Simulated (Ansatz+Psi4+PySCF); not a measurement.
A calculation with Psi4 1.11.

```
molecule {
0 1
N 0.000000 0.000000 0.116490
H 0.000000 2.819190 -1.048400
H 0.813830 -0.469860 -0.271810
H -0.813830 -0.469860 -0.271810
}

set basis cc-pVTZ
set reference uhf
set scf_type pk
set mp2_type conv
set cc_type conv
set num_frozen_docc 1
energy('mp2')
```

The input is written out from the run's settings.

The run gave:

| Property | Result |
| --- | --- |
| Converged | yes |
| Reference energy | -55.90733 hartree |
| Correlation energy | -0.30848 hartree |
| Total energy | -56.21581 hartree |
| Spin squared of the determinant | 0.000 |
| Occupied orbitals by symmetry in an Abelian subgroup (alpha; beta) | 4 Ap 1 App; 4 Ap 1 App |

This is not the lowest solution: another run reaches a determinant 4.86 eV lower. Caution: bonds are stretched, where a single reference can fail.
